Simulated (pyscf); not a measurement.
`[OH][Si][OH]` [singlet] + `[FH]` → `[OH][Si][OH]` [singlet] + `[FH]` (four-centre exchange; singlet surface; H–O, F–H broken, H–O, F–H formed). Single points on ωB97X-D3(BJ)/def2-SVP structures (PySCF, gas phase). Correlated levels are frozen-core, on RHF or UHF. ΔMP2 is the change of the MP2 total energy from the triple- to the quadruple-zeta basis. Energies in kcal/mol from the separated reactants.

| level | barrier | reaction energy |
|---|---|---|
| ωB97X-D3(BJ)/def2-TZVP | 36.4 | 0.0 |
| PBE/def2-TZVP | [?] | 0.0 |
| PBE0-D3(BJ)/def2-TZVP | 33.3 | 0.0 |
| M06-2X/def2-TZVP | 35.2 | 0.0 |
| CCSD/def2-TZVPP | 42.4 | 0.0 |
| CCSD(T)/def2-TZVPP | 39.6 | 0.0 |
| CCSD(T)/def2-TZVPP + ΔMP2(QZVPP) | [?] | 0.0 |

Question: Some entries are withheld; supply them.

Answer: 
- PBE/def2-TZVP, barrier: 28.2
- CCSD(T)/def2-TZVPP + ΔMP2(QZVPP), barrier: 39.9

Of the functionals in the table, ωB97X-D3(BJ) is closest to CCSD(T)/def2-TZVPP + ΔMP2(QZVPP) in the barrier (3.5 kcal/mol apart) and PBE least close (11.6 kcal/mol); that level has limits of its own. On the reactant side the descent ends in a complex, 5.5 kcal/mol under the separated species and 41.9 kcal/mol under the saddle at ωB97X-D3(BJ)/def2-TZVP. On the product side the descent ends in a bound adduct, 10.8 kcal/mol under the separated species and 47.2 kcal/mol under the saddle at ωB97X-D3(BJ)/def2-TZVP. The same reactants have a lower exit, to H₂O + HO–Si:–F [singlet] (barrier +4.7 kcal/mol at ωB97M-D3(BJ)/def2-TZVP, against +35.5 kcal/mol here). One saddle was located; it need not be the lowest between these sides. The CCSD(T) − MP2 part came from Ansatz, without density fitting, on the same reference.
